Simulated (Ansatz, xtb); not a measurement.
# Isomers of CH4FNO+ in order of energy

3 gas-phase structures of CH4FNO+, found in a search over its isomers (lower ones may exist). Each was relaxed with GFN2-xTB:

A. the doublet with the links of `[NH3+][C@H]([O])F`
B. the doublet with the links of `[NH][C@H]([OH2+])F`
C. the doublet with the links of `[NH3+][C](O)F`

Problem. Estimate their order in r2SCAN-D4/def2-SVP energy at these geometries, lowest first.

Solution. Calculated order at r2SCAN-D4/def2-SVP: C (0.000), A (0.827), B (1.710) eV.

Energies above the lowest of each column, in eV; the last columns are at PBE0-D3(BJ)/def2-SVP geometries and were run for some of them only (a dash: not run or not comparable):

```json
{"structure": "C", "GFN2-xTB": "0.000", "HF/STO-3G": "0.000", "r2SCAN-D4/def2-SVP": "0.000", "PBE0-D3(BJ)/def2-SVP": "0.000", "CCSD(T)/def2-SVP + ΔMP2/def2-TZVPP": "0.000"}
{"structure": "A", "GFN2-xTB": "1.081", "HF/STO-3G": "0.466", "r2SCAN-D4/def2-SVP": "0.827", "PBE0-D3(BJ)/def2-SVP": "0.713", "CCSD(T)/def2-SVP + ΔMP2/def2-TZVPP": "0.688"}
{"structure": "B", "GFN2-xTB": "1.617", "HF/STO-3G": "1.419", "r2SCAN-D4/def2-SVP": "1.710", "PBE0-D3(BJ)/def2-SVP": "–", "CCSD(T)/def2-SVP + ΔMP2/def2-TZVPP": "–"}
```

Every level run on C puts it lowest or level with the lowest. Some further structures that were screened fall inside this span and aren't listed. Flexible structures stand in one conformer each, not always the lowest. Frequencies (PBE0-D3(BJ)/def2-SVP) were run for A, C alone. Open shells are spin-unrestricted. ΔMP2 is the change of the MP2 energy from the smaller to the larger basis.

Programs: Ansatz 0.2.0, xtb 6.7.1.
